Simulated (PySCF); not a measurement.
# Continuum solvent and chemical shifts

Atom-mapped SMILES (the numbers label the heavy atoms): `[CH:1]1=[CH:2][O:3][CH:4]=[CH:5][CH2:6]1`. Each H is labelled by its parent atom.

GIAO PBE0/pcSseg-1 in PySCF 2.14 on one PBE0-D3(BJ)/def2-SVP conformer, non-relativistic, equivalent nuclei averaged. Solvents enter as an IEF-PCM continuum (chloroform with ε = 4.7, acetonitrile with ε = 35.7) around the gas-phase geometry. Shifts are referred to TMS computed in the same medium.

Gas phase, δ in ppm: C2/C4 148.0, C1/C5 106.3, C6 23.4, H(C2)/H(C4) 6.21, H(C1)/H(C5) 4.53, H(C6) 2.87. Dipole moment 0.84 D.

Question: How does each δ change in the continuum?

Answer: 
| atoms | environment | Δδ, chloroform | Δδ, acetonitrile |
| --- | --- | --- | --- |
| C2/C4 | alkene carbon bearing oxygen | +0.4 | +0.5 |
| C1/C5 | β carbon of an enol-ether or enamine type C=C | +1.6 | +2.3 |
| C6 | allylic sp3 CH2 | +0.2 | +0.3 |
| H(C2)/H(C4) | hydrogen on an alkene carbon bearing oxygen | +0.12 | +0.17 |
| H(C1)/H(C5) | hydrogen on a β carbon of an enol-ether or enamine type C=C | +0.19 | +0.28 |
| H(C6) | hydrogen on an allylic sp3 CH2 | +0.02 | +0.03 |

Changes are relative to the gas phase. The dipole moment becomes 1.09 D in chloroform, 1.20 D in acetonitrile.

Question: Which nuclei move most (in ppm), and what does the model miss?

Answer: C1/C5 (β carbon of an enol-ether or enamine type C=C, +2.3 ppm) in acetonitrile. A continuum only polarises the solute; specific hydrogen bonds, the anisotropy of aromatic solvents and changes of geometry or conformer are outside it.
